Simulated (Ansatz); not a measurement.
We consider hcp Re, described by PBE+SOC (Ansatz, a first-principles code, plane waves, PAW).

Numerical settings: plane-wave cutoff 520 eV, 24×24×12 k mesh (along the axes of the cell as run), Fermi–Dirac smearing 0.05 eV, PAW data made under PBE.

Computed points:

```csv
V (Å³/atom),E − E_lowest (meV/atom)
14.375,28.93
14.675,6.96
14.974,0.00
15.274,6.50
15.573,25.04
```

Problem. Fit the third-order Birch–Murnaghan equation and give B0 and B′.

Solution. V0 = 14.974 Å³/atom, B0 = 359 GPa, B′ = 4.5 (fit to the energies at full precision).

Shape and atoms are relaxed at each volume.

Measured, for comparison: bulk modulus 369 GPa (zero-point energy and finite temperature contributions removed, our sources range from 369 to 381; as tabulated in doi:10.1021/acs.jctc.3c00612). Computed (rounded) less measured: bulk modulus -3 % (-3 % to -6 % over the range).

Note: the bulk modulus comes from volumes at which shape and atoms were relaxed.

The computed numbers hold no vibrational or temperature effects.
